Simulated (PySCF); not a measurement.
## Ar: ionisation energy

Ar [Ar] (1S) → Ar⁺ [Ne] 3s2 3p5 (2P), as a difference of total energies. Calculation: PySCF 2.14, in dyall-av2z (13s9p2d, 50 functions); the non-relativistic Hamiltonian (point nucleus). Correlated levels: valence: [Ne] frozen; virtual orbitals above 40 to 60 times the deepest correlated orbital energy dropped. The calculations carry no spin-orbit coupling.

```
           method  ionisation energy (eV)
              UHF                  14.677
    MP2 (valence)                  15.665
SCS-MP2 (valence)                  15.566
   CCSD (valence)                  15.505
CCSD(T) (valence)                  15.530
  CCSDT (valence)                  15.528
```

A first-order spin-orbit estimate (lowest level to lowest level, LS coupling) adds -0.055 eV.

Errors of the correlated levels include the incompleteness of this basis and the frozen core.

Problem. Which method comes closest to the reference value, and which is furthest?

Solution. The reference is 15.760 eV (measured; NIST Atomic Spectra Database, ionization energies). Closest: MP2 (valence) (error -0.150 eV); furthest: UHF (error -1.138 eV), both after the spin-orbit estimate.
